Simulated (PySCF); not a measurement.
Structure problem from calculated spectra and properties.

Elements present: C, Cl and H. Monoisotopic mass: 90.0236 u.

| Quantity | Value |
| --- | --- |
| 1H NMR | chemical shifts (computed TMS as zero) by class: 3.15 (2 H), 0.97 (1 H), 0.64 (2 H), 0.26 (2 H) ppm [GIAO PBE0/pcSseg-1] |
| Dipole | 2.24 D [PBE0/pcSseg-1] |
| NMR, other nuclei | isotropic shieldings of nuclei other than C and H, by class: 845 (1 Cl) ppm [GIAO PBE0/pcSseg-1] |
| Rotational structure | rotational constants A, B, C: 11.737, 2.054, 1.890 GHz [PBE0-D3(BJ)/def2-SVP] |
| 13C NMR | chemical shifts (computed TMS as zero) by class: 56.2 (1 C), 15.7 (1 C), 7.9 (2 C) ppm [GIAO PBE0/pcSseg-1] |

Electronic properties: PySCF, gas phase, density fitting. Levels stand in brackets. The structure is a single PBE0-D3(BJ)/def2-SVP conformer in the gas phase; no vibrational or solvent corrections. Each NMR value is the plain mean over a class of atoms that symmetry, rotation or inversion makes alike.

**Question.** Which formula fits the mass and the elements?

**Answer.** C4H7Cl (calculated 90.0236). No other formula that holds each of these elements comes within 0.0003 u with a fitting electron parity and a possible valence count.

**Question.** What is the compound? Reason from the data.

**Answer.** Numbering: `[Cl:1][CH2:2][CH:3]1[CH2:4][CH2:5]1`. Its formula, C4H7Cl, gives 1 degree of unsaturation: 1 ring and 0 π bonds in the structure found. 4 carbons fall into 3 classes; from least to most shielded: sp3 C–Cl carbon [C2] (56.2 ppm), three-membered-ring carbon [C3] (15.7 ppm), three-membered-ring carbon [C4/C5] (7.9 ppm, 2 C). Hydrogen classes from least to most shielded: 2 H on an sp3 C–Cl carbon, C2 (3.15 ppm, a mean of values up to 1.7 ppm apart in this geometry), 1 H on a three-membered-ring carbon, C3 (0.97 ppm), 2 H on 2 three-membered-ring carbons, C4/C5 (0.64 ppm), 2 H on 2 three-membered-ring carbons, C4/C5 (0.26 ppm). The other shieldings belong to: 845 ppm, alkyl chlorine [Cl1]. The optimised geometry has point group C1 and is an asymmetric top. Structure: (chloromethyl)cyclopropane, `ClCC1CC1`. The assignments are read from this structure; whether some other isomer fits the data as well wasn't checked.

Shape of the structure used: `[Cl:1][CH2:2][CH:3]1[CH2:4][CH2:5]1`: Cl1–C2–C3–C4 -79°.
